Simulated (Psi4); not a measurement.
**triplet CHFO: levels of theory compared**

Wanted: a comparison of 4 runs (U-revPBE/def2-TZVPP, UBLYP/def2-TZVPP, UPBE/def2-TZVPP, UCCSD/def2-TZVPP) of triplet CHFO. 

The results are computed with Psi4 1.11.

1 further run of the same task is left out (set aside as unsound or not needed).

## Step 1: The molecule

CHFO: 4 atoms, total charge 0, spin state triplet. As SMILES of the parent species, `O=CF`. Geometry: relaxed at PBE0-D4/def2-TZVP. That shape belongs to the parent species and isn't relaxed for this state.

Bond lengths: O1–C2 1.174 Å, C2–F3 1.336 Å, C2–H4 1.097 Å. Angles: O1–C2–F3 122.9°, O1–C2–H4 127.8°, F3–C2–H4 109.3°.

## Step 2: A single-point energy at U-revPBE/def2-TZVPP (run 1)

job.json reads:

```json
{
  "schema_name": "qcschema_input",
  "schema_version": 1,
  "molecule": {
    "schema_name": "qcschema_molecule",
    "schema_version": 2,
    "symbols": ["O", "C", "F", "H"],
    "geometry": [-1.68060903, 0.3801751, 1.5642019, -0.08768329, 0.12759431, 0.04085588, 1.10586773, -2.06322188, -0.34359, 0.6624246, 1.55547137, -1.26148667],
    "molecular_charge": 0,
    "molecular_multiplicity": 3,
    "fix_symmetry": "c1"
  },
  "driver": "energy",
  "model": {
    "method": "revpbe",
    "basis": "def2-TZVPP"
  },
  "keywords": {
    "reference": "uks",
    "puream": true,
    "e_convergence": 1e-09,
    "d_convergence": 1e-08,
    "scf_type": "pk",
    "dft_radial_points": 99,
    "dft_spherical_points": 590,
    "maxiter": 100,
    "scf_properties": ["WIBERG_LOWDIN_INDICES", "QUADRUPOLE", "MAYER_INDICES"]
  }
}
```

The run is started by

```console
$ psi4 --qcschema job.json -n 1 --memory 2200MB
```

stdout:

```text
[...]
  Running in c1 symmetry.
[...]
  Nuclear repulsion =   67.665503844173571
[...]
  Multiplicity = 3
[...]
  Nalpha       = 13
  Nbeta        = 11
[...]
    Number of basis functions: 107
[...]
   @UKS iter   1:  -213.45802780941875    1.61277e-02   5.35623e-03 ADIIS/DIIS
[...]
   @UKS iter  13:  -213.60204442897009   -2.18847e-12   7.39199e-09 DIIS
[...]
   @S^2 Observed:                2.003899426E+00
[...]
    Orbital Energies [Eh]
    ---------------------
    Alpha Occupied:
       1A    -24.304222     2A    -18.865565     3A     -9.995808
       4A     -1.162787     5A     -1.062943     6A     -0.603854
       7A     -0.531375     8A     -0.486761     9A     -0.462575
      10A     -0.375955    11A     -0.372177    12A     -0.358596
      13A     -0.090578
    Alpha Virtual:
      14A      0.042088    15A      0.072493    16A      0.101593
      17A      0.171227    18A      0.216822    19A      0.245827
      20A      0.345312    21A      0.361840    22A      0.421678
      23A      0.435997    24A      0.447471    25A      0.516400
[...]
  @UKS Final Energy:  -213.60204442897009
   => Energetics <=
    Nuclear Repulsion Energy =             67.6655038441735712
    One-Electron Energy =                -428.0760083058414693
    Two-Electron Energy =                 171.5983829802941045
    DFT Exchange-Correlation Energy =     -24.7899229475963203
    Empirical Dispersion Energy =           0.0000000000000000
    VV10 Nonlocal Energy =                  0.0000000000000000
    Total Energy =                       -213.6020444289700890
[...]
 Multipole Moments:
 ------------------------------------------------------------------------------------
     Multipole            Electronic (a.u.)      Nuclear  (a.u.)        Total (a.u.)
 ------------------------------------------------------------------------------------
 L = 1.  Multiply by 2.5417464519 to convert [e a0] to [Debye]
 Dipole X            :          0.3248854           -0.2277781            0.0971073
 Dipole Y            :         -1.4451725            1.8022228            0.3570503
 Dipole Z            :          0.2163737           -0.4500990           -0.2337253
 Magnitude           :                                                    0.4376554
 L = 2.  Multiply by 1.3450342976 to convert [e a0^2] to [Debye ang]
 Quadrupole XX       :        -46.3508861           33.6199556          -12.7309305
 Quadrupole XY       :         27.1739497          -26.5466823            0.6272674
[...]
```

The result, in JSON:

```text
{
 "driver": "energy",
 "model": {
  "method": "revpbe",
  "basis": "def2-TZVPP"
 },
 "success": true,
 "return_result": -213.6020444289701,
 "properties": {
  "calcinfo_nbasis": 107,
  "calcinfo_nmo": 107,
  "calcinfo_nalpha": 13,
  "calcinfo_nbeta": 11,
  "calcinfo_natom": 4,
  "nuclear_repulsion_energy": 67.66550384417357,
  "return_energy": -213.6020444289701,
  "scf_one_electron_energy": -428.07600830584147,
  "scf_two_electron_energy": 171.5983829802941,
  "scf_xc_energy": -24.78992294759632,
  "scf_dipole_moment": [0.09710727301195299, 0.357050336162017, -0.2337252546424748],
  "scf_total_energy": -213.6020444289701,
  "scf_iterations": 13
 }
}
```

Wall time 13 s (1 thread of Intel Xeon 6975P-C (Granite Rapids), shared host); peak memory 0.78 GiB.

## Step 3: Energy and gradient at UBLYP/def2-TZVPP (run 2)

chfo.json reads:

```json
{
  "schema_name": "qcschema_input",
  "schema_version": 1,
  "molecule": {
    "schema_name": "qcschema_molecule",
    "schema_version": 2,
    "symbols": ["O", "C", "F", "H"],
    "geometry": [-1.68060903, 0.3801751, 1.5642019, -0.08768329, 0.12759431, 0.04085588, 1.10586773, -2.06322188, -0.34359, 0.6624246, 1.55547137, -1.26148667],
    "molecular_charge": 0,
    "molecular_multiplicity": 3,
    "fix_symmetry": "c1",
    "fix_com": true,
    "fix_orientation": true
  },
  "driver": "gradient",
  "model": {
    "method": "blyp",
    "basis": "def2-TZVPP"
  },
  "keywords": {
    "reference": "uks",
    "puream": true,
    "e_convergence": 1e-09,
    "d_convergence": 1e-08,
    "scf_type": "pk",
    "dft_radial_points": 99,
    "dft_spherical_points": 590,
    "maxiter": 100
  }
}
```

The run is started by

```console
$ psi4 --qcschema chfo.json -n 1 --memory 2200MB
```

stdout:

```text
[...]
  Running in c1 symmetry.
[...]
  Nuclear repulsion =   67.665503844173571
[...]
  Multiplicity = 3
[...]
  Nalpha       = 13
  Nbeta        = 11
[...]
    Number of basis functions: 107
[...]
   @UKS iter   1:  -213.47787546038046    3.80412e-02   5.78276e-03 DIIS/ADIIS
[...]
   @UKS iter  13:  -213.64078675460081   -2.33058e-12   7.27125e-09 DIIS
[...]
   @S^2 Observed:                2.003682899E+00
[...]
    Orbital Energies [Eh]
    ---------------------
    Alpha Occupied:
       1A    -24.321475     2A    -18.879730     3A    -10.014467
       4A     -1.155639     5A     -1.055263     6A     -0.599254
       7A     -0.528426     8A     -0.484878     9A     -0.460880
      10A     -0.374496    11A     -0.372329    12A     -0.358890
      13A     -0.089721
    Alpha Virtual:
      14A      0.039770    15A      0.068028    16A      0.098482
      17A      0.166202    18A      0.213563    19A      0.242477
      20A      0.339556    21A      0.360626    22A      0.413657
      23A      0.426402    24A      0.447880    25A      0.512535
[...]
  @UKS Final Energy:  -213.64078675460081
   => Energetics <=
    Nuclear Repulsion Energy =             67.6655038441735712
    One-Electron Energy =                -428.1025598927054716
    Two-Electron Energy =                 171.6272723155635731
    DFT Exchange-Correlation Energy =     -24.8310030216325082
    Empirical Dispersion Energy =           0.0000000000000000
    VV10 Nonlocal Energy =                  0.0000000000000000
    Total Energy =                       -213.6407867546008106
[...]
 Multipole Moments:
 ------------------------------------------------------------------------------------
     Multipole            Electronic (a.u.)      Nuclear  (a.u.)        Total (a.u.)
 ------------------------------------------------------------------------------------
 L = 1.  Multiply by 2.5417464519 to convert [e a0] to [Debye]
 Dipole X            :          3.4579462           -3.3557378            0.1022084
 Dipole Y            :         13.5790355          -13.2065589            0.3724766
 Dipole Z            :         -8.6496973            8.4049538           -0.2447435
 Magnitude           :                                                    0.4572579
[...]
  -Total Gradient:
     Atom            X                  Y                   Z
    ------   -----------------  -----------------  -----------------
       1        0.154499017327    -0.026430246993    -0.147019409131
       2       -0.145715915268    -0.007453098480     0.150907218403
       3       -0.016803805911     0.044568024736     0.000222453658
       4        0.008024585215    -0.010699090629    -0.004108757293
[...]
```

The result, in JSON:

```text
{
 "driver": "gradient",
 "model": {
  "method": "blyp",
  "basis": "def2-TZVPP"
 },
 "success": true,
 "return_result": [0.1544990173269976, -0.026430246993153432, -0.1470194091308683, -0.14571591526811223, -0.007453098480152513, 0.15090721840287077, -0.01680380591149619, 0.04456802473628774, 0.00022245365837254144, 0.008024585215261143, -0.010699090628954938, -0.004108757292556081],
 "properties": {
  "calcinfo_nbasis": 107,
  "calcinfo_nmo": 107,
  "calcinfo_nalpha": 13,
  "calcinfo_nbeta": 11,
  "calcinfo_natom": 4,
  "nuclear_repulsion_energy": 67.66550384417357,
  "return_energy": -213.6407867546008,
  "return_gradient": [0.1544990173269976, -0.026430246993153432, -0.1470194091308683, -0.14571591526811223, -0.007453098480152513, 0.15090721840287077, -0.01680380591149619, 0.04456802473628774, 0.00022245365837254144, 0.008024585215261143, -0.010699090628954938, -0.004108757292556081],
  "scf_one_electron_energy": -428.1025598927055,
  "scf_two_electron_energy": 171.62727231556357,
  "scf_xc_energy": -24.831003021632508,
  "scf_dipole_moment": [0.10220835256736605, 0.3724766046015269, -0.2447435075476232],
  "scf_total_energy": -213.6407867546008,
  "scf_total_gradient": [0.1544990173269976, -0.026430246993153432, -0.1470194091308683, -0.14571591526811223, -0.007453098480152513, 0.15090721840287077, -0.01680380591149619, 0.04456802473628774, 0.00022245365837254144, 0.008024585215261143, -0.010699090628954938, -0.004108757292556081],
  "scf_iterations": 13
 }
}
```

Wall time 17 s (1 thread of Intel Xeon 6975P-C (Granite Rapids), shared host); peak memory 0.78 GiB.

Run 3 isn't shown in full; the table further down has it.

## Step 4: The energy at UCCSD/def2-TZVPP (run 4)

chfo.py reads:

```python
import psi4

psi4.set_memory('2200 MB')
psi4.set_num_threads(1)
psi4.set_output_file('output.dat', False)

molecule = psi4.geometry("""
0 3
O     -0.889340     0.201180     0.827740
C     -0.046400     0.067520     0.021620
F      0.585200    -1.091810    -0.181820
H      0.350540     0.823120    -0.667550
symmetry c1
""")

psi4.set_options({
    'basis': 'def2-TZVPP',
    'reference': 'uhf',
    'puream': True,
    'e_convergence': 1e-09,
    'd_convergence': 1e-08,
    'scf_type': 'pk',
    'num_frozen_docc': 3,
    'maxiter': 100,
})

e, wfn = psi4.energy('ccsd', return_wfn=True)
print(f'ccsd energy: {e:.10f} Eh')
for k, v in sorted(psi4.core.scalar_variables().items()):
    print(f'{k:45s} {v:18.10f}')
```

The run is started by

```console
$ python chfo.py
```

output.dat:

```text
[...]
  Running in c1 symmetry.
[...]
  Nuclear repulsion =   67.665503781209736
[...]
  Multiplicity = 3
[...]
  Nalpha       = 13
  Nbeta        = 11
[...]
    Number of basis functions: 107
[...]
   @UHF iter   1:  -212.56230508444744   -4.61261e-01   3.38661e-03 DIIS/ADIIS
[...]
   @UHF iter  17:  -212.68186157605439   -9.43601e-12   7.39070e-09 DIIS
[...]
   @S^2 Observed:                2.018665490E+00
[...]
    Orbital Energies [Eh]
    ---------------------
    Alpha Occupied:
       1A    -26.322537     2A    -20.695825     3A    -11.340042
       4A     -1.660979     5A     -1.560818     6A     -0.929728
       7A     -0.831170     8A     -0.785171     9A     -0.781090
      10A     -0.685244    11A     -0.668083    12A     -0.601958
      13A     -0.299140
    Alpha Virtual:
      14A      0.178683    15A      0.200732    16A      0.238981
      17A      0.298106    18A      0.358810    19A      0.473365
      20A      0.513319    21A      0.576580    22A      0.606534
      23A      0.623036    24A      0.698512    25A      0.726557
[...]
  @UHF Final Energy:  -212.68186157605439
   => Energetics <=
    Nuclear Repulsion Energy =             67.6655037812097362
    One-Electron Energy =                -428.0273325961159117
    Two-Electron Energy =                 147.6799672388517877
    Total Energy =                       -212.6818615760543878
  UHF NO Occupations:
  HONO-2 :   11  A 1.9960125
  HONO-1 :   12  A 1.0000000
[...]
 Multipole Moments:
 ------------------------------------------------------------------------------------
     Multipole            Electronic (a.u.)      Nuclear  (a.u.)        Total (a.u.)
 ------------------------------------------------------------------------------------
 L = 1.  Multiply by 2.5417464519 to convert [e a0] to [Debye]
 Dipole X            :          0.1851795           -0.2277781           -0.0425986
 Dipole Y            :         -1.3063618            1.8022228            0.4958611
 Dipole Z            :          0.3058585           -0.4500990           -0.1442405
 Magnitude           :                                                    0.5181681
[...]
      * MP2 total energy                      = -213.252241719348149
[...]
      * CCSD total energy                     = -213.275617305825591
```

Standard output:

```text
ccsd energy: -213.2756173058 Eh
CC D1 DIAGNOSTIC                                    0.0000000000
CC D2 DIAGNOSTIC                                    0.0000000000
CC NEW D1 DIAGNOSTIC                                0.0000000000
CC T1 DIAGNOSTIC                                    0.0305960016
CCSD CORRELATION ENERGY                            -0.5937557298
CCSD DOUBLES ENERGY                                -0.5937557298
CCSD ITERATIONS                                    23.0000000000
CCSD OPPOSITE-SPIN CORRELATION ENERGY              -0.4563508415
CCSD SAME-SPIN CORRELATION ENERGY                  -0.1374048883
CCSD SINGLES ENERGY                                -0.0000000000
CCSD TOTAL ENERGY                                -213.2756173058
CURRENT CORRELATION ENERGY                         -0.5937557298
CURRENT ENERGY                                   -213.2756173058
CURRENT REFERENCE ENERGY                         -212.6818615761
DD SOLVATION ENERGY                                 0.0000000000
HF KINETIC ENERGY                                 213.1500089657
HF POTENTIAL ENERGY                              -425.8318705417
HF TOTAL ENERGY                                  -212.6818615761
HF VIRIAL RATIO                                     1.9978036717
MP2 CORRELATION ENERGY                             -0.5703801433
MP2 DOUBLES ENERGY                                 -0.5703801433
MP2 OPPOSITE-SPIN CORRELATION ENERGY               -0.4233605713
MP2 SAME-SPIN CORRELATION ENERGY                   -0.1470195720
MP2 SINGLES ENERGY                                 -0.0000000000
MP2 TOTAL ENERGY                                 -213.2522417193
NUCLEAR REPULSION ENERGY                           67.6655037812
ONE-ELECTRON ENERGY                              -428.0273325961
PCM POLARIZATION ENERGY                             0.0000000000
PE ENERGY                                           0.0000000000
SCF ITERATION ENERGY                             -212.6818615761
SCF ITERATIONS                                     17.0000000000
SCF TOTAL ENERGY                                 -212.6818615761
TWO-ELECTRON ENERGY                               147.6799672389
```

It took 92 s on 1 thread of Intel Xeon 6975P-C (Granite Rapids), shared host; peak memory 1.5 GiB.

## Step 5: All runs side by side

```
run                level      task  frozen core orbitals  energy (Eh)  dipole moment (D)  HOMO energy (eV)   ⟨S²⟩  wall time
  1  U-revPBE/def2-TZVPP    energy                     0  -213.602044               1.11             -2.46  2.004       13 s
  2     UBLYP/def2-TZVPP  gradient                     0  -213.640787               1.16             -2.44  2.004       17 s
  3      UPBE/def2-TZVPP  gradient                     0  -213.448691               1.15             -2.52  2.004       19 s
  4     UCCSD/def2-TZVPP    energy                     3  -213.275617                  –             -8.14  2.019       92 s
```

## Step 6: What came out

| quantity | value |
| --- | --- |
| run 4: total energy | -213.27562 Eh |
| run 4: HOMO energy (Hartree–Fock orbitals) (highest over α and β) | -8.14 eV |
| run 4: LUMO energy (Hartree–Fock orbitals) (lowest over α and β) | 0.20 eV |
| run 4: correlation energy (3 core orbitals frozen) | -593.8 mEh |
| run 4: ⟨S²⟩ of the reference determinant | 2.019 |
| run 4: T1 diagnostic | 0.031 |

What this shows: Over runs 1, 2, 3 the dipole moment (its size) runs from 1.11 D (U-revPBE/def2-TZVPP) to 1.16 D (UBLYP/def2-TZVPP). Totals of different functionals can't be ranked against each other. All runs together took 2.4 min, the longest 92 s.
